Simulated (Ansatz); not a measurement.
Si2H7F, closed shell: a saddle search.

in.yaml

```yaml
crystal:
  periodic: [false, false, false]
  atoms:
    - {symbol: Si, position_ang: [-0.930018, 0.753471, -0.284657]}
    - {symbol: Si, position_ang: [0.847849, -0.935633, 0.170161]}
    - {symbol: H, position_ang: [-1.278183, -0.488890, -1.107409]}
    - {symbol: H, position_ang: [-2.090950, 0.785030, 0.641936]}
    - {symbol: H, position_ang: [-0.813800, 1.748911, -1.351641]}
    - {symbol: H, position_ang: [0.555447, 0.695541, 0.693232]}
    - {symbol: F, position_ang: [0.042388, 1.762318, 0.958139]}
    - {symbol: H, position_ang: [2.122434, -0.861895, 1.071343]}
    - {symbol: H, position_ang: [-0.107889, -2.215396, 0.581732]}
    - {symbol: H, position_ang: [1.320991, -1.149067, -1.254679]}
basis:
  gaussian: {orbitals: def2-SVP}
hamiltonian: {xc: lda}
saddle:
  f_tol: 0.05
  max_steps: 40
  mode_guess:
    - [0.0482, 0.3023, 0.1845]
    - [0.1232, -0.0532, 0.0629]
    - [0.1786, 0.1099, 0.1799]
    - [-0.0567, 0.0325, 0.0524]
    - [-0.0127, 0.0723, -0.0452]
    - [-0.0157, -0.6498, -0.3189]
    - [-0.3734, 0.2254, -0.1699]
    - [0.0932, -0.0715, 0.0371]
    - [0.0040, 0.0054, 0.0059]
    - [0.0113, 0.0267, 0.0113]
```

Launched with

```bash
ansatz run in.yaml --threads 4 --pin off --events-out ev --progress --plain --max-ram 9574MiB
```

Output of Ansatz 0.2.0:

```
Functional definition: SPW92
  name "SPW92"
  cite "Dirac, Proc. Camb. Phil. Soc. 26, 376 (1930) doi:10.1017/S0305004100016108"
  cite "Slater, Phys. Rev. 81, 385 (1951) doi:10.1103/PhysRev.81.385"
  cite "Perdew & Wang, Phys. Rev. B 45, 13244 (1992) doi:10.1103/PhysRevB.45.13244"
  exchange = slater_x
  correlation = pw_c
946 factors; their error is unknown
mean field evaluation 1: about -18492.8579 eV, gradient 2.6e1 eV
mean field evaluation 2: about -18490.6372 eV, gradient 5.0e1 eV
mean field evaluation 4: about -18494.4064 eV, gradient 2.3e0 eV
mean field evaluation 8: about -18494.4255 eV, gradient 2.9e-2 eV
mean field evaluation 16: about -18494.3474 eV, gradient 6.1e-5 eV
mean field -18494.34737419 eV, -679.6547300825 hartree, gradient 6.1e-5 eV, S^2 0.000000; 0 other end points of the search recorded, 0 dependent functions left out
the calculation of the forces begins
reference -18494.34740674 eV, -679.6547312788 hartree; 22, 22 occupied and 63, 63 virtual orbitals, 946 factors
these checks for a lower state are left out or cut short: stability, starts, cluster_reference, orbital_swaps, neighbouring_geometries, increment
946 factors; their error is unknown
mean field -18494.34787560 eV, -679.6547485090 hartree, gradient 2.2e-6 eV, S^2 0.000000; 0 other end points of the search recorded, 0 dependent functions left out
the calculation of the forces begins
reference -18494.34790816 eV, -679.6547497055 hartree; 22, 22 occupied and 63, 63 virtual orbitals, 946 factors
these checks for a lower state are left out or cut short: stability, starts, cluster_reference, orbital_swaps, neighbouring_geometries, increment
946 factors; their error is unknown
mean field -18494.34540784 eV, -679.6546578207 hartree, gradient 2.2e-6 eV, S^2 0.000000; 0 other end points of the search recorded, 0 dependent functions left out
the calculation of the forces begins
reference -18494.34544040 eV, -679.6546590172 hartree; 22, 22 occupied and 63, 63 virtual orbitals, 946 factors
saddle step   1: F+E_penalty+E_count = -18494.34737419 eV  max|allowed force component| = 1.902e0 eV/Å  curvature = -7.4558 eV/Å²  mode residual = 1.97e0 eV/Å²  Δτ_max = 0.0000 Å  (1 rotations, 3 force calls, 65 SCF iters)  cluster: 3 rotations left out, max|force component along them| = 1.056e-7 eV/Å
saddle step   2: F+E_penalty+E_count = -18494.56584867 eV  max|allowed force component| = 7.534e-1 eV/Å  curvature = -8.1526 eV/Å²  mode residual = 1.17e0 eV/Å²  Δτ_max = 0.1124 Å  (1 rotations, 3 force calls, 68 SCF iters)  cluster: 3 rotations left out, max|force component along them| = 1.876e-8 eV/Å
saddle step   3: F+E_penalty+E_count = -18494.58381270 eV  max|allowed force component| = 3.317e-1 eV/Å  curvature = -8.0030 eV/Å²  mode residual = 8.09e-1 eV/Å²  Δτ_max = 0.0620 Å  (1 rotations, 3 force calls, 68 SCF iters)  cluster: 3 rotations left out, max|force component along them| = 5.967e-9 eV/Å
saddle step   4: F+E_penalty+E_count = -18494.59474066 eV  max|allowed force component| = 1.140e-1 eV/Å  curvature = -8.4208 eV/Å²  mode residual = 5.88e-1 eV/Å²  Δτ_max = 0.0233 Å  (1 rotations, 3 force calls, 70 SCF iters)  cluster: 3 rotations left out, max|force component along them| = 7.576e-9 eV/Å
saddle step   5: F+E_penalty+E_count = -18494.59663079 eV  max|allowed force component| = 7.739e-2 eV/Å  curvature = -8.3022 eV/Å²  mode residual = 4.26e-1 eV/Å²  Δτ_max = 0.0146 Å  (1 rotations, 3 force calls, 68 SCF iters)  cluster: 3 rotations left out, max|force component along them| = 3.948e-9 eV/Å
saddle search: the force at step 6 is within saddle.f_tol, and the search now checks the order of the point unasked, as it does wherever a lone molecule whose rigid rotations it leaves out would converge (saddle.isolated_cluster): at most 100 rotations across the mode and 202 force calls, two more next to a line or behind a second negative curvature, two more where it reads a positive, two for each turn that reads one and six more at each negative that it reads, and up to 22 at one that stands (24 where saddle.amplitude is under 0.005 Å), over each length that the point is read over (saddle.order_check: false declines the check)
saddle search: the rotation starts from a random direction (saddle.seed = 0)
saddle step   6: F+E_penalty+E_count = -18494.59765479 eV  max|allowed force component| = 2.241e-2 eV/Å  curvature = -8.1655 eV/Å² (error put at 0.0059; -8.1714 at half of saddle.amplitude)  mode residual = 3.14e-1 eV/Å²  Δτ_max = 0.0228 Å  (1 rotations, 27 force calls, 445 SCF iters)  order check (unasked): unresolved, curvature across the mode = +0.0172 eV/Å² (17 force calls)  cluster: 3 rotations left out, max|force component along them| = 6.112e-9 eV/Å
saddle search: converged; its order check could not tell the order of the point: after 14 rotations it read +0.017 eV/Å² across the mode with a residual of 8.70e-2 eV/Å², and holds the second-lowest curvature to +0.017 eV/Å² at the most. That shows no second curvature under the negative of saddle.curvature_tol, and does not show that there is none
Total energy: -18494.59768732 eV, -679.6639289203 hartree
Atom 0 at    -0.970423     0.735200    -0.287086 Å, force    -0.008761     0.012943    -0.001076 eV/Å
Atom 1 at     0.884829    -0.976814     0.169486 Å, force    -0.017246    -0.013249     0.009335 eV/Å
Atom 2 at    -1.249118    -0.519801    -1.117991 Å, force     0.004670     0.001555     0.004651 eV/Å
Atom 3 at    -2.166703     0.797351     0.615971 Å, force    -0.003379    -0.001869    -0.002463 eV/Å
Atom 4 at    -0.833783     1.791310    -1.344402 Å, force    -0.001361    -0.000927    -0.000750 eV/Å
Atom 5 at     0.540465     0.711447     0.754719 Å, force     0.001977    -0.003146    -0.000553 eV/Å
Atom 6 at     0.058697     1.787356     0.931681 Å, force     0.004473    -0.017089    -0.003634 eV/Å
Atom 7 at     2.122631    -0.994319     1.044520 Å, force     0.001766     0.000443    -0.001136 eV/Å
Atom 8 at    -0.028151    -2.087365     0.612915 Å, force     0.016163     0.022411    -0.006416 eV/Å
Atom 9 at     1.309825    -1.149977    -1.261657 Å, force     0.001699    -0.001072     0.002042 eV/Å
Dipole moment:     0.021678    -0.124492    -0.043882 e Å

[the SCF lines of later steps are left out]
```

The lines “mean field evaluation” count trial sets of orbitals through the whole run, from several starts and some on an approximate energy, so they need not fall steadily or lie above the final value.

The run took about 15 s on 4 CPU threads of an Arm Neoverse V1 (shared host).
